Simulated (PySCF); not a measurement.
CH3S, SMILES [S]C (connectivity only; charge and spin as stated), charge -1, multiplicity 1.

Geometry optimised at PBE-D3(BJ)/def2-TZVPD. The spin state was assumed, not searched. The isomer is the one that the SMILES or the coordinates give; other isomers of the formula were not compared.

These are PBE-D3(BJ)/def2-TZVPD (PySCF) values and carry that method's errors.

Frequencies are harmonic and unscaled.

Modes within 1.5 cm⁻¹ of each other (mostly degenerate sets) share a row, with their intensities summed.

```csv
mode,ν (cm⁻¹),IR (km/mol),moving atoms (share of kinetic energy)
1,683,4.2,"C 60 %, S 32 %, H 8 %"
2–3,896,24.2,"H 84 %, C 14 %"
4,1253,54.5,"H 87 %, C 12 %"
5–6,1417,0.3,H 94 %
7,2877,288.4,H 98 %
8–9,2915,86.9,"H 91 %, C 9 %"
```
